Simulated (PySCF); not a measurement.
Estimate the missing entries of this data sheet.

Species: fluoroacetonitrile, C₂H₂FN.
InChI=1S/C2H2FN/c3-1-2-4/h1H2

```tsv
property	level	value
point group of the GFN2-xTB geometry	GFN2-xTB	Cs
rotational constants A, B, C of the GFN2-xTB geometry	GFN2-xTB	37.183, 4.851, 4.414 GHz
dipole moment	PBE0/def2-SVPD	?
HOMO energy	PBE0/def2-SVPD	?
LUMO energy	PBE0/def2-SVPD	-0.65 eV
lowest singlet excitation	TDDFT PBE0/def2-SVPD	?
strongest line among the 8 lowest singlet transitions	TDDFT PBE0/def2-SVPD	S3 at 8.43 eV (147 nm, f = 0.011)
lowest triplet excitation (Tamm–Dancoff)	TDA PBE0/def2-SVPD	6.21 eV
static isotropic polarisability	PBE0/def2-SVPD	29.2 au
electronic spatial extent ⟨r²⟩ about the centre of nuclear charge	PBE0/def2-SVPD	?
core binding energies	ΔSCF SCAN, pcX-2 on the ionised atom, pcseg-1 elsewhere, spin-free X2C	C1s 293.1, C1s 295.3, N1s 406.1, F1s 693.7 eV
```

The electronic properties come from PySCF, for the isolated species, density fitting.

Question: The dipole moment?

Answer: 3.22 D.

Question: The HOMO energy?

Answer: -10.03 eV.

Question: What is the electronic spatial extent ⟨r²⟩ about the centre of nuclear charge?

Answer: 267 bohr².

Question: Give the lowest singlet excitation.

Answer: 7.21 eV (172 nm, f = 0.000).

With B = h/(8π²I), that is 505.379 GHz u Å² over I, the principal moments of inertia are 13.6, 104.2 and 114.5 u Å² (most abundant isotopes); the inertial defect Ic − Ia − Ib is -3.3 u Å² (zero for a rigid planar frame, negative otherwise). The vertical singlet–triplet gap S1 − T1 is 1.00 eV (TDDFT singlet less Tamm–Dancoff triplet; S1: HOMO→LUMO, weight 0.93; T1: HOMO−1→LUMO, weight 0.71). A dipole of 3.22 D is allowed in Cs, and pure rotational transitions are dipole-allowed. The rotational constants make it an asymmetric top with κ = (2B − A − C)/(A − C) = -0.97, nearer the prolate limit (−1). In atomic units the dipole is 1.27 e·bohr (1 au = 2.5417 D).

For the core-ionisation job (SCAN ΔSCF), the run took 5.5 s wall on an x86-64 server with one thread (shared host).
